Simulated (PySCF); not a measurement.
These 4 structures share the formula C4H6FN. Method used: PySCF, PBE0-D3(BJ)/def2-SVP geometry optimisation, gas phase. Energies are electronic, without zero-point or thermal terms, for one conformer each. No frequencies were run at this level. Point groups hold within 0.08 Å.

Task: Order them by energy at this level, lowest first, and give relative energies in kJ/mol.
A. `[NH:1]=[C:2]1[CH2:3][CH:4]([F:5])[CH2:6]1` with N1–C2–C3–C4 -159°, C2–C3–C4–F5 -134°, C3–C4–C6–C2 15°, N1–C2–C6–C4 159°
B. `[CH2:1]=[C:2]([F:3])/[N:4]=[CH:5]\[CH3:6]` with C1–C2–N4–C5 170°
C. `[CH2:1]=[C:2]([F:3])/[CH:4]=[N:5]\[CH3:6]` with C1–C2–C4–N5 -7°
D. `[H]/[N:6]=[C:4](/[C:2](=[CH2:1])[F:3])[CH3:5]` with C1–C2–C4–C5 -177°

Result: D (0.0), A (7.0), B (13.5), C (56.2).

As drawn, the lowest has an N–H bond, which the highest lacks. Neighbours under 10 kJ/mol apart ([H]/N=C(\C)C(=C)F and N=C1CC(F)C1; N=C1CC(F)C1 and C=C(F)/N=C\C) can change places with a better method, another conformer or zero-point energy.

```tsv
SMILES	E (Eh)	E rel (kJ/mol)	dipole (D)	point group	A, B, C (MHz)
[H]/N=C(\C)C(=C)F	-310.02224	0.0	1.49	near Cs	5180, 3501, 2117
N=C1CC(F)C1	-310.01957	7.0	1.50	–	10195, 2423, 2093
C=C(F)/N=C\C	-310.01708	13.5	1.37	C1	7747, 2677, 2029
C=C(F)/C=N\C	-310.00084	56.2	2.05	near Cs	7546, 2458, 1879
```

Task: As an exercise, what shares would exp(−E/RT) give at 1000 K from these electronic energies alone (no entropy, no degeneracies)?

Result: RT = 8.314 kJ/mol: [H]/N=C(\C)C(=C)F 61.4 %, N=C1CC(F)C1 26.5 %, C=C(F)/N=C\C 12.1 %, C=C(F)/C=N\C 0.1 %.
